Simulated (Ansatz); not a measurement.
# PHO (quintet): from Hartree-Fock to the top rungs, def2-QZVPP

An exercise on one series of results from a longer session: the logs are not shown, and one member is left open.

Method: def2-QZVPP, core rule «outside noble gas», up to 6 orbitals frozen; program: Ansatz 0.2.0, Gaussian basis.

To be run: UHF; ROHF; CCSD(T) on UHF.

2 further runs of the same task are left out: 2 set aside as unsound or not needed.

## The geometry

The geometry is a PBE0/def2-TZVP stationary point (not a proven minimum) of the parent state, kept for this charge and spin.

3 atoms, charge 0, spin multiplicity 5.

Atoms are counted from 1 here; the program's logs count them from 0.

Bond lengths: O1–P2 1.634 Å, O1–H3 0.963 Å. Angles: P2–O1–H3 114.8°.

Set-up of the first run:

Input file in.yaml:

```yaml
crystal:
  periodic: [false, false, false]
  atoms:
    - {symbol: O, position_ang: [0.000000, -0.101812, 1.041721]}
    - {symbol: P, position_ang: [0.000000, 0.028618, -0.587387]}
    - {symbol: H, position_ang: [0.000000, 0.736686, 1.514642]}
basis:
  gaussian: {orbitals: "def2-QZVPP.json"}
magnetization: {spin_polarized: true, initial_magnetization: 4}
hamiltonian: {xc: hf}
output: {orbitals: {seedname: orbitals}}
```

The run is started by

```bash
> ansatz run in.yaml --threads 1 --pin off --events-out ev --progress --plain --max-ram 2393MiB
```

Among the steps run: UHF; ROHF; CCSD(T) on UHF.

One table of the session follows, with a row left open; its other results are not shown here.

```
  method  from UCCSD(T) (meV)
    ROHF                    ?
     UHF             +10169.7
    UMP2               +818.7
   UCCSD               +451.8
UCCSD(T)                    0
```

Estimate the missing values for ROHF.

The run gave: from UCCSD(T) (meV): +10351.1. In the column «from UCCSD(T) (meV)» it is the highest.
